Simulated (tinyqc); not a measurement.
Worked calculation: FCI on RHF in the sto-3g basis, frozen core, for HF, spin multiplicity 1. One step of it, computed by the program tinyqc.

Task: FCI: roots. Diagonalise (each vector has its largest component positive (the first on a tie)); all determinants have Ms = 0, so triplets appear too. The lowest singlet root is the correlation energy.

Occupation strings over the orbitals (2 doubly, a alpha, b beta, 0 empty; spin orbitals ordered 1a 1b 2a 2b ...): 222220 22a22b 2a222b 22b22a 2b222a 222202 222022 220222 2ab222 2ba222 202222

H - E(HF) between determinants (hartree), lower triangle:
```
           222220     22a22b     2a222b     22b22a     2b222a     222202     222022     220222
222220   0.000000
22a22b   0.000000   0.553843
2a222b   0.000000  -0.010969   1.342783
22b22a   0.000000  -0.204741  -0.047574   0.553843
2b222a   0.000000  -0.047574  -0.093281  -0.010969   1.342783
222202   0.030278   0.018899   0.035632  -0.018899  -0.035632   1.077097
222022   0.030278   0.018899   0.035632  -0.018899  -0.035632   0.053770   1.077097
220222   0.204741   0.087836  -0.090758  -0.087836   0.090758   0.041053   0.041053   1.198405
2ab222  -0.047574   0.090758  -0.181964  -0.033218   0.062619   0.035672   0.035672   0.099007
2ba222   0.047574  -0.033218   0.062619   0.090758  -0.181964  -0.035672  -0.035672  -0.099007
202222   0.093281   0.062619   0.047275  -0.062619  -0.047275   0.185506   0.185506   0.148383

           2ab222     2ba222    202222
2ab222   1.996184
2ba222  -0.148383   1.996184
202222   0.106670  -0.106670  2.924074
```

Give: lowest roots of this matrix, relative to E(HF); lowest vectors; <S^2> of these roots; weight of the ground state by excitation level 0, 1, 2, ....

Result:

lowest roots of this matrix, relative to E(HF) (hartree): -0.0407  0.3437  0.7134  1.0233  1.0522  1.2145  1.2290  1.4042

lowest vectors:
```
         root 1   root 2   root 3   root 4
222220   0.9843   0.0000  -0.0585   0.0000
22a22b   0.0166   0.7054   0.6806   0.0000
2a222b  -0.0042   0.0425  -0.0809   0.0000
22b22a  -0.0166   0.7054  -0.6806   0.0000
2b222a   0.0042   0.0425   0.0809   0.0000
222202  -0.0180   0.0000  -0.0068   0.7071
222022  -0.0180   0.0000  -0.0068  -0.7071
220222  -0.1663   0.0000  -0.2239   0.0000
2ab222   0.0293  -0.0236  -0.0581   0.0000
2ba222  -0.0293  -0.0236   0.0581   0.0000
202222  -0.0231   0.0000  -0.0109   0.0000
```

<S^2> of these roots: 0.0000  2.0000  0.0000  0.0000  0.0000  0.0000  2.0000  0.0000

weight of the ground state by excitation level 0, 1, 2, ...: 0.9689  0.0006  0.0306
